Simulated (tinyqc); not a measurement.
Ways to converge the cycle: SCF convergence aids in the sto-6g basis, for H2O, spin multiplicity 1. Computed by the program tinyqc with PySCF. 

Geometry (angstrom):

| atom | x | y | z |
|---|---|---|---|
| O | 0.0000 | 0.0000 | 0.0000 |
| H | 0.0000 | 0.8580 | 0.8440 |
| H | 0.0000 | -0.8580 | 0.8440 |

lowest restricted solution found by these runs and by PySCF = -75.610372 hartree

RHF with one setting changed at a time; a run stops when the energy changes by less than 1e-09 hartree and the error matrix is below 1e-5. The start is random orbitals. Damping d keeps d of the old density; a shift (hartree) raises the virtual levels; DIIS n extrapolates F over n matrices.

Largest element of the error matrix X^T (FDS - SDF) X:

| iteration | plain | damping 0.3 | damping 0.6 | shift 0.4 | DIIS 3 | DIIS 8 |
|---|---|---|---|---|---|---|
| 1 | 3.3e+00 | 3.3e+00 | 3.3e+00 | 3.3e+00 | 3.3e+00 | 3.3e+00 |
| 2 | 3.9e-01 | 9.8e-01 | 2.0e+00 | 2.9e-01 | 3.9e-01 | 3.9e-01 |
| 3 | 1.5e-01 | 3.1e-01 | 1.2e+00 | 1.7e-01 | 1.4e-01 | 1.4e-01 |
| 4 | 5.4e-02 | 1.0e-01 | 7.1e-01 | 9.7e-02 | 3.7e-02 | 3.7e-02 |
| 5 | 2.0e-02 | 5.6e-02 | 4.3e-01 | 6.4e-02 | 1.1e-02 | 1.0e-02 |
| 6 | 1.2e-02 | 3.4e-02 | 2.6e-01 | 4.5e-02 | 4.5e-03 | 3.9e-03 |
| 8 | 4.2e-03 | 1.4e-02 | 9.8e-02 | 2.4e-02 | 3.2e-04 | 1.9e-04 |
| 10 | 1.5e-03 | 7.3e-03 | 4.3e-02 | 1.3e-02 | 4.4e-05 | 6.1e-06 |
| 14 | 1.9e-04 | 1.9e-03 | 1.6e-02 | 3.5e-03 | - | - |
| 20 | 8.6e-06 | 2.7e-04 | 4.9e-03 | 5.4e-04 | - | - |
| 30 | - | 9.8e-06 | 8.5e-04 | 2.3e-05 | - | - |
| 45 | - | - | 6.1e-05 | - | - | - |

How each run ends:

| run | iterations | E (hartree) | state |
|---|---|---|---|
| plain | 20 | -75.610372 | lowest found |
| damping 0.3 | 31 | -75.610372 | lowest found |
| damping 0.6 | 56 | -75.610372 | lowest found |
| shift 0.4 | 33 | -75.610372 | lowest found |
| DIIS 3 | 13 | -75.610372 | lowest found |
| DIIS 8 | 11 | -75.610372 | lowest found |

6 of 6 runs reach the lowest restricted solution found, in 11 to 56 iterations (fastest: DIIS 8). Plain steps already contract here, so damping only slows them. DIIS 3 and DIIS 8 gain by cancelling the error over several earlier matrices, much as a quasi-Newton step does.
